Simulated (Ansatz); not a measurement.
System: hcp Zn. Method: LDA (PAW; Ansatz, a quantum-chemistry and plane-wave program).

Run with plane-wave cutoff 500 eV, 24×24×1 k mesh (along the axes of the cell as run), Fermi–Dirac smearing 0.1 eV, scalar-relativistic PAW data made under PBE.

Problem. Estimate the surface energy of the (0001) face and work function of the (0001) face that the calculation returns.

Solution. 
* **surface energy of the (0001) face**: 0.55 J/m²
* **work function of the (0001) face**: 4.45 eV

The slab of 6 atoms is relaxed and unreconstructed.

Static lattice: no zero-point or thermal effects.

Cost on a shared machine: very roughly 100 core-seconds.
